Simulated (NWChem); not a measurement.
Species: allene (C₃H₄); SMILES C=C=C

```xyz
7

C      0.0000     0.0000     1.3078
C      0.0000     0.0000     0.0000
C      0.0000     0.0000    -1.3078
H     -0.6624     0.6624     1.8749
H      0.6624    -0.6624     1.8749
H     -0.6624    -0.6624    -1.8749
H      0.6624     0.6624    -1.8749
```
Atoms are numbered in this order, from 1.

All runs: NWChem. Geometry optimised at PBE0/def2-SVP; all other runs use it. 

```csv
quantity,level,value
−ε(HOMO) (eV),CAM-B3LYP/def2-SVP,8.96
cavity-dispersion-structure term (kcal/mol) in water,"PBE0/def2-SVP, SMD",3.7
"vertical, lowest state with f > 0.02, singlet (eV)","CAM-B3LYP/def2-SVPD, TDA",7.33
"isotropic polarisability (bohr³), static",CAM-B3LYP/def2-SVPD,(withheld)
highest harmonic frequency (cm⁻¹),PBE0/def2-SVP,(withheld)
```

Q: Fill in the missing entries.

A: 
- isotropic polarisability (bohr³), static, value: 40.1
- highest harmonic frequency (cm⁻¹), value: 3245
